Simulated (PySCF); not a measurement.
Method: PBE0-D3(BJ)/def2-TZVP in PySCF. Gas-phase values, no solvent. Excitations are Tamm–Dancoff values on a coarser integration grid. The basis has no diffuse functions, so Rydberg states are missing or too high.

Reference species (SMILES): `[Cl][AlH][Cl]` (neutral, multiplicity 1).

```yaml
LUMO: -1.43 eV
HOMO–LUMO gap: 7.89 eV
S1–T1 gap (TDA): 0.49 eV
S1 oscillator strength: 0.013
```

Changed species: `[Cl][Al]([Cl])[Cl]` (3 of 3 H replaced by Cl; the reference has 2 of 3 H replaced by Cl).

Predict the effect on the LUMO, HOMO–LUMO gap, S1–T1 gap (TDA) and S1 oscillator strength.

the LUMO rises by 0.17 eV, to -1.26 eV; the HOMO–LUMO gap increases by 0.23 eV, to 8.12 eV; the S1–T1 gap (TDA) drops by 0.20 eV, to 0.29 eV; the S1 oscillator strength decreases by 0.013, to 0.000.
